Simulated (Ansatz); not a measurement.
Compare A (`CO/C=C/O`) with its isomer B (`COCC=O`).

Computed with Ansatz on PBE0-D4/def2-TZVP structures; ΔE is electronic, products minus reactants. CCSD(T)/CBS is the MP2 limit (def2-TZVPP, def2-QZVPP) plus CCSD(T) − MP2 in def2-TZVPP, frozen cores. DFT in def2-TZVPP. B3LYP here is the variant with VWN-RPA as its local correlation; programs differ in this. One conformer a species, not always the lowest.

A:

Z-matrix (Å, degrees):
```
C
O 1 1.404
H 1 1.097 2 111.2
H 1 1.089 2 106.8 3 -119.3
H 1 1.097 2 111.1 3 121.4
C 2 1.350 1 116.2 3 -60.6
C 6 1.331 2 127.4 1 -2.0
H 6 1.084 2 112.1 1 179.4
O 7 1.373 6 119.4 2 -174.5
H 7 1.085 6 123.6 2 0.9
H 9 0.960 7 108.9 6 -142.3
```

B:

Z-matrix (Å, degrees):
```
C
O 1 1.406
H 1 1.089 2 107.4
H 1 1.098 2 111.1 3 119.3
H 1 1.098 2 112.1 3 -119.3
C 2 1.396 1 112.5 3 179.4
C 6 1.513 2 112.8 1 -76.4
H 6 1.096 2 107.3 1 166.1
H 6 1.099 2 112.7 1 47.8
O 7 1.198 6 124.0 2 164.0
H 7 1.113 6 114.1 2 -18.0
```

**Question.** Which is lower in electronic energy at CCSD(T)/CBS, and by how much? (An estimate is asked.)

**Answer.** Computed: B, by 7.8 kcal/mol.

**Question.** Give E(B) − E(A) in kcal/mol with PBE-D4, B3LYP, ωB97M-V, B3LYP-D4, HF/def2-TZVPP, MP2/def2-TZVPP, r2SCAN-D4. (Estimate.)

**Answer.** Computed: PBE-D4 -6.7, B3LYP -8.0, ωB97M-V -8.2, B3LYP-D4 -7.9, HF/def2-TZVPP -12.4, MP2/def2-TZVPP -8.8, r2SCAN-D4 -7.4. None reverses the order clearly.

Largest T1 diagnostic: 0.013.

In def2-TZVPP, CCSD(T) changes the Hartree–Fock value by +3.5 kcal/mol (the triples alone add +0.5 kcal/mol) and MP2 by +3.6 kcal/mol.
